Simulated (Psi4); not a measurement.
# USVWN5/aug-cc-pVDZ run of Si2H4Cl (SMILES [SiH2][SiH2]Cl)

What is the vertical electron affinity of Si2H4Cl at USVWN5/aug-cc-pVDZ? 

The results are computed with Psi4 1.11.

1 further run of the same task is left out (set aside as unsound or not needed).

## 1. The structure to begin with

Si2H4Cl has 7 atoms, charge 0, and is taken as a doublet. SMILES: `[SiH2][SiH2]Cl`. Geometry: relaxed at PBE0-D4/def2-TZVP. This is one conformer, not always the lowest.

Bond lengths: Si1–Si2 2.324 Å, Si2–Cl3 2.062 Å, Si1–H4 1.487 Å, Si1–H5 1.489 Å, Si2–H6 1.484 Å, Si2–H7 1.486 Å. Angles: Si1–Si2–Cl3 108.2°, Si1–Si2–H6 110.2°, Si1–Si2–H7 113.9°, Cl3–Si2–H6 108.4°, Cl3–Si2–H7 107.1°, Si2–Si1–H4 113.9°, Si2–Si1–H5 113.5°, H6–Si2–H7 108.9°, H4–Si1–H5 110.7°.

## 2. A single-point energy at USVWN5/aug-cc-pVDZ

Contents of clh4si2.py:

```python
import psi4

psi4.set_memory('1600 MB')
psi4.set_num_threads(1)
psi4.core.set_output_file('psi4.out', False)

m = psi4.geometry("""
0 2
Si
Si 1 2.323836
Cl 2 2.062169 1 108.19449
H 1 1.487152 2 113.92807 3 -58.91157
H 1 1.488943 4 110.68864 2 129.38368
H 2 1.484083 3 108.39122 1 119.45186
H 2 1.48611 6 108.91163 3 -116.14644
symmetry c1
no_reorient
no_com
""")

psi4.set_options({
    'basis': 'aug-cc-pVDZ',
    'reference': 'uks',
    'puream': True,
    'e_convergence': 1e-09,
    'd_convergence': 1e-08,
    'scf_type': 'pk',
    'dft_radial_points': 99,
    'dft_spherical_points': 590,
    'maxiter': 200,
})

energy_value, wavefunction = psi4.energy('scf', dft_functional={"name": "SVWN5", "x_functionals": {"LDA_X": {}}, "c_functionals": {"LDA_C_VWN": {}}}, molecule=m, return_wfn=True)
psi4.oeprop(wavefunction, 'WIBERG_LOWDIN_INDICES', 'QUADRUPOLE', 'LOWDIN_CHARGES')
print('E =', round(energy_value, 9))
```

Launch:

```
$ python clh4si2.py
```

psi4.out:

```text
[...]
  Running in c1 symmetry.
[...]
  Nuclear repulsion =  181.627489336329177
[...]
  Multiplicity = 2
[...]
  Nalpha       = 25
  Nbeta        = 24
[...]
    Number of basis functions: 117
[...]
   @UKS iter   1: -1037.61241471474841   -1.31900e-01   3.37246e-03 DIIS/ADIIS
[...]
   @UKS iter  12: -1037.74206968674503   -1.06866e-11   4.71273e-09 DIIS
[...]
   @S^2 Observed:                7.518726370E-01
[...]
    Orbital Energies [Eh]
    ---------------------
    Alpha Occupied:
       1A   -100.314976     2A    -65.174102     3A    -65.148091
       4A     -9.143434     5A     -7.001152     6A     -6.993660
       7A     -6.993542     8A     -5.068547     9A     -5.046750
      10A     -3.512479    11A     -3.508649    12A     -3.508165
      13A     -3.491182    14A     -3.486667    15A     -3.486555
      16A     -0.761668    17A     -0.526012    18A     -0.465977
      19A     -0.364574    20A     -0.352497    21A     -0.331804
      22A     -0.323647    23A     -0.283878    24A     -0.270469
      25A     -0.199351
    Alpha Virtual:
[...]
  @UKS Final Energy: -1037.74206968674503
   => Energetics <=
    Nuclear Repulsion Energy =            181.6274893363291767
    One-Electron Energy =               -1801.5777760816374666
    Two-Electron Energy =                 649.8297890728414359
    DFT Exchange-Correlation Energy =     -67.6215720142781294
    Empirical Dispersion Energy =           0.0000000000000000
    VV10 Nonlocal Energy =                  0.0000000000000000
    Total Energy =                      -1037.7420696867450260
[...]
 Multipole Moments:
 ------------------------------------------------------------------------------------
     Multipole            Electronic (a.u.)      Nuclear  (a.u.)        Total (a.u.)
 ------------------------------------------------------------------------------------
 L = 1.  Multiply by 2.5417464519 to convert [e a0] to [Debye]
 Dipole X            :         -0.8581880            0.8740137            0.0158257
 Dipole Y            :         -5.1627071            5.6578627            0.4951556
 Dipole Z            :          3.3919050           -3.6423652           -0.2504602
 Magnitude           :                                                    0.5551214
 L = 2.  Multiply by 1.3450342976 to convert [e a0^2] to [Debye ang]
 Quadrupole XX       :        -46.8209656           15.2981016          -31.5228640
 Quadrupole XY       :          1.2877109           -1.5098760           -0.2221651
[...]
```

The script printed:

```text
E = -1037.742069687
```

Wall time 28 s (1 thread of Intel Xeon 6975P-C (Granite Rapids), shared host); peak memory 0.77 GiB.

## 3. The singlet anion

Contents of job.dat:

```
memory 1600 MB

molecule {
  -1 1
  Si    -2.46533670     0.37246502    -0.92615477
  Si     1.46699439    -0.14664275     0.95846909
  Cl     1.68884824    -3.78833396     2.32776464
  H     -2.96441337    -1.41805048    -3.03395529
  H     -2.98746803     3.01921543    -1.72550892
  H      1.74856358     1.62724317     3.11237893
  H      3.62865210     0.20560220    -0.79935415
  units au
  symmetry c1
  no_reorient
  no_com
}

set {
  basis aug-cc-pVDZ
  puream true
  e_convergence 1e-09
  d_convergence 1e-08
  scf_type pk
  dft_radial_points 99
  dft_spherical_points 590
}

energy_value, wavefunction = energy('scf', dft_functional={"name": "SVWN5", "x_functionals": {"LDA_X": {}}, "c_functionals": {"LDA_C_VWN": {}}}, return_wfn=True)
oeprop(wavefunction, 'WIBERG_LOWDIN_INDICES', 'QUADRUPOLE', 'DIPOLE', title='SCF')
print_variables()
```

Launch:

```
$ psi4 job.dat job.out -n 1
```

job.out:

```text
[...]
  Running in c1 symmetry.
[...]
  Nuclear repulsion =  181.627483204067971
[...]
  Multiplicity = 1
[...]
  Nalpha       = 25
  Nbeta        = 25
[...]
    Number of basis functions: 117
[...]
   @RKS iter   1: -1037.51839054663310   -3.78765e-02   4.68620e-03 ADIIS/DIIS
[...]
   @RKS iter  14: -1037.80359307520848   -2.72848e-12   5.19652e-09 DIIS
[...]
    Orbital Energies [Eh]
    ---------------------
    Doubly Occupied:
       1A   -100.160305     2A    -64.997124     3A    -64.913780
       4A     -8.989269     5A     -6.846448     6A     -6.839776
       7A     -6.839527     8A     -4.890633     9A     -4.812329
      10A     -3.334955    11A     -3.330799    12A     -3.329750
      13A     -3.254487    14A     -3.254194    15A     -3.251027
      16A     -0.607395    17A     -0.338936    18A     -0.264421
      19A     -0.203916    20A     -0.186868    21A     -0.161915
      22A     -0.129079    23A     -0.122792    24A     -0.084712
      25A      0.030075
[...]
  @RKS Final Energy: -1037.80359307520848
   => Energetics <=
    Nuclear Repulsion Energy =            181.6274832040679712
    One-Electron Energy =               -1810.5932964146236372
    Two-Electron Energy =                 658.9793630916494749
    DFT Exchange-Correlation Energy =     -67.8171429563023338
    Empirical Dispersion Energy =           0.0000000000000000
    VV10 Nonlocal Energy =                  0.0000000000000000
    Total Energy =                      -1037.8035930752084823
[...]
 Multipole Moments:
 ------------------------------------------------------------------------------------
     Multipole            Electronic (a.u.)      Nuclear  (a.u.)        Total (a.u.)
 ------------------------------------------------------------------------------------
 L = 1.  Multiply by 2.5417464519 to convert [e a0] to [Debye]
 Dipole X            :        -12.7768276           14.1589620            1.3821344
 Dipole Y            :         58.3282653          -57.8061552            0.5221101
 Dipole Z            :        -37.6314879           37.5779599           -0.0535279
 Magnitude           :                                                    1.4784315
 L = 2.  Multiply by 1.3450342976 to convert [e a0^2] to [Debye ang]
 Quadrupole XX       :       -245.2455487          197.6442511          -47.6012976
 Quadrupole XY       :        127.7276632         -125.8566450            1.8710182
[...]
```

It took 24 s on 1 thread of Intel Xeon 6975P-C (Granite Rapids), shared host; peak memory 0.77 GiB.

## 4. Outcome

Level: USVWN5/aug-cc-pVDZ.

| quantity | value |
| --- | --- |
| doublet Si2H4Cl: total energy | -1037.74207 Eh |
| doublet Si2H4Cl: dipole moment | 1.41 D |
| doublet Si2H4Cl: HOMO energy (highest over α and β) | -5.42 eV |
| doublet Si2H4Cl: LUMO energy (lowest over α and β) | -4.29 eV |
| doublet Si2H4Cl: ⟨S²⟩ | 0.752 |
| singlet anion: total energy | -1037.80359 Eh |
| singlet anion: HOMO energy | 0.82 eV |
| singlet anion: LUMO energy | 2.58 eV |
| singlet anion: HOMO–LUMO gap (to an unbound level, set by the basis) | 1.76 eV |
| vertical electron affinity (to the singlet anion) | 1.674 eV |

At fixed nuclei the extra electron is bound by 1.67 eV (162 kJ/mol). The HOMO (singlet anion) lies at positive energy, 0.82 eV, as semi-local functionals often give for anions; only total energies tell whether the electron is bound.
